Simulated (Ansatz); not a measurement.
System: F₂, charge 1, doublet. F2+ (parent SMILES FF, doublet).
B3LYP-D3(BJ)/def2-TZVP minimum from Ansatz (a quantum-chemistry and plane-wave program):
```
F
F 1 1.2931
```
Charge +1, spin multiplicity 2.

Total energies in aug-cc-pVTZ, 13 correlated electrons, 2 frozen orbitals. Open shells are spin-unrestricted; no spin-orbit coupling. Cores are frozen in correlated methods. No relativity. The determinant of F2+ (parent SMILES FF, doublet) is a saddle point of the SCF energy; a lower one exists, which strains HF and MP2.

| method | program | energy (Eh) | minus CCSDT(Q) (mEh) |
|---|---|---|---|
| HF | Ansatz | -198.19485 | 546.85 |
| MP2 | Ansatz | -198.72443 | 17.28 |
| CCSD | Ansatz | -198.71690 | 24.81 |
| CCSD(T) | Ansatz | -198.73875 | 2.95 |
| CCSDT(Q) | Ansatz | -198.74170 | 0.00 |

Rough core times of Ansatz's runs on a shared machine: CCSD(T) 40 s, CCSDT(Q) 40 min.
